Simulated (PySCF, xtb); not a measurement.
# Relaxing a trial structure of CH3MgP

The starting geometry of this gas-phase singlet was built from a drawn formula by distance geometry and a force field; its bonds are those of `C#[PH][MgH]`.

```json
{"atom": "C", "x (Å)": "-2.9745", "y (Å)": "-1.2873", "z (Å)": "-1.9385"}
{"atom": "Mg", "x (Å)": "-0.4000", "y (Å)": "-0.4812", "z (Å)": "-0.0477"}
{"atom": "P", "x (Å)": "-2.6917", "y (Å)": "-1.3018", "z (Å)": "-0.4688"}
{"atom": "H", "x (Å)": "-3.1687", "y (Å)": "-1.3131", "z (Å)": "-2.9897"}
{"atom": "H", "x (Å)": "-2.4710", "y (Å)": "-2.5676", "z (Å)": "0.0156"}
{"atom": "H", "x (Å)": "1.2926", "y (Å)": "0.0960", "z (Å)": "0.2601"}
```

Q: Predict what it relaxes into with r2SCAN-D4/def2-SVP.

A: A new bond forms, giving a structure given below by its coordinates. Distances that change by over a tenth: C1–P3 (1.50 → 1.68 Å), Mg2–P3 (2.47 → 3.15 Å). Contacts that close: C1–Mg2 (3.29 → 2.09 Å).

The energy falls by 3.01 eV over 30 steps:

```json
{"step": "1", "E − E(last) (eV)": "3.008"}
{"step": "4", "E − E(last) (eV)": "1.984"}
{"step": "7", "E − E(last) (eV)": "1.017"}
{"step": "11", "E − E(last) (eV)": "0.178"}
{"step": "14", "E − E(last) (eV)": "0.022"}
{"step": "17", "E − E(last) (eV)": "0.005"}
{"step": "20", "E − E(last) (eV)": "0.000"}
{"step": "24", "E − E(last) (eV)": "0.000"}
{"step": "27", "E − E(last) (eV)": "0.000"}
{"step": "30", "E − E(last) (eV)": "0.000"}
```

Final geometry (Å):

| atom | x (Å) | y (Å) | z (Å) |
| --- | --- | --- | --- |
| C | -2.2666 | -1.3626 | -1.1927 |
| Mg | -0.5110 | -0.3940 | -0.6073 |
| P | -2.8877 | -2.3693 | 0.0027 |
| H | -2.7917 | -1.2854 | -2.1586 |
| H | -4.0742 | -2.9300 | -0.6152 |
| H | 0.9171 | 0.3950 | -0.1293 |

From the same start GFN2-xTB reaches the same bonding as this run.

The end wasn't checked by frequencies. Run with PySCF 2.14.0, 2 min on 2 threads of Intel(R) Xeon(R) Platinum 8375C CPU @ 2.90GHz (Ice Lake), with other jobs on the host.
